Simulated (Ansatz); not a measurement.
## Property card for TiCo3

Computed with DFT r2SCAN, scalar-relativistic, plane waves, PAW (Ansatz 0.2.0).

Settings: cutoff 500 eV, Γ-centred mesh 12×12×12 on the computed 4-atom cell, Gaussian smearing of 0.10 eV; collinear spin from starting moments -0.7 1.46 1.46 1.46 μB.

The structure is relaxed at this level of theory with its symmetry kept. Whether it is the stable form of this composition wasn't checked.

```
CELL_PARAMETERS angstrom
3.58686 0.00000 0.00000
0.00000 3.58686 0.00000
0.00000 0.00000 3.58686
ATOMIC_POSITIONS crystal
Ti 0.00000 0.00000 0.00000
Co 0.00000 0.50000 0.50000
Co 0.50000 0.00000 0.50000
Co 0.50000 0.50000 0.00000
```

| Item | Value |
| --- | --- |
| Space group | Pm-3m (No. 221) |
| Volume per atom | 11.54 Å³ |
| Formation energy from the elements' standard states (uncorrected) | -0.187 eV/atom |
| Generalised Kohn–Sham band gap | none (metal) |
| Density of states at the Fermi level | 3.35 states/eV per cell |
| Löwdin character within 0.5 eV of the Fermi level | Co 3d 85 %, Ti 3d 8 % |
| Bulk modulus | 199 GPa |
| Its pressure derivative | 4.9 |
| Bader charges (e) | Ti (1 in the cell) 1.38, Co (3 in the cell) -0.46 |
| Total moment | 2.84 μB per cell |
| Site moments (μB; atoms counted from 1 over the whole cell) | Ti (atom 1) -0.64, Co (atom 2) 1.33, Co (atom 3) 1.33, Co (atom 4) 1.33 |

The state reached may not be the lowest one.

Only this magnetic start was tried.

Cost: 9 runs of about 32 core-minutes in all, on Intel Xeon Processor @ 2.50GHz (Skylake/Cascade Lake) (shared hosts).